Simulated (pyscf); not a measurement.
Optimised with ωB97X-D3(BJ)/def2-SVP in PySCF.

Q: For the elementary gas-phase step `[CH3][CH2][CH3]` + `[OH][Zn]` [doublet] → `[CH3][CH2][Zn][OH]` + `[CH3]` [doublet] (doublet surface; C–C broken, C–Zn formed), what barrier and reaction energy does PBE0-D3(BJ)/def2-TZVP give, measured from the separated reactants?

A: ΔE‡ = 2.19 eV, ΔE = +1.13 eV. ωB97M-D3(BJ)/def2-TZVP gives 2.38 eV and +1.12 eV. Zero-point energy shifts the barrier by -0.12 eV. It is a substitution at C, with an imaginary mode of 1098i cm⁻¹. This is the saddle that the search found; another between the same sides may lie lower. The angle at the attacked C is 160°. Elements up to Kr have no core potential and no relativistic terms here.
